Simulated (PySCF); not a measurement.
C₂H₅, SMILES `[CH2]C` (charge 0, multiplicity 2)

Method: PBE-D3(BJ)/def2-TZVP // PBE0-D4/def2-TZVP (PySCF 2.14.0).

```
Property                                              Result
-----------------------------  -----------------------------
highest occupied spin orbital                       -4.54 eV
dipole moment                                         0.35 D
total energy                                     -79.0671 Ha
cost                           very roughly 100 core-seconds
```

Bonds (Å): C1–C2 1.479, C1–H3 1.083, C1–H4 1.083, C2–H5 1.093, C2–H6 1.093, C2–H7 1.101. Angles (°): C2–C1–H3 120.9, C2–C1–H4 121.0, H3–C1–H4 117.6, C1–C2–H5 111.9, C1–C2–H6 111.9, C1–C2–H7 111.8, H5–C2–H6 108.2, H5–C2–H7 106.4, H6–C2–H7 106.3.
Charge 0, spin multiplicity 2.
